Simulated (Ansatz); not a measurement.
## Niobium, bcc: convergence with cold smearing

Computed with Ansatz, r²SCAN, scalar-relativistic PAW, on the relaxed cell (a = 3.302 Å; spin not included). Errors count from a run at 500 eV on a Γ-centred 22×22×22 mesh with Fermi-Dirac smearing of 0.1 eV, extrapolated to zero width. Fixed here: cutoff 500 eV, mesh 13×13×13. The SCF starts from atomic densities corrected by a trained network.

```
width (eV)  E(σ→0) error (meV/atom)  F error (meV/atom)  P (GPa)  SCF iterations
      0.01                     -5.3                -5.3    -0.49               6
      0.03                     -5.3                -5.3    -0.56               6
       0.1                     -5.2                -4.2    -0.66               5
       0.2                     -2.6                -0.6    -0.40               5
       0.3                      0.0                 1.3    -0.28               5
       0.6                      1.4                 4.4    -0.24               5
       1.0                      1.5                20.3    -0.71               5
```
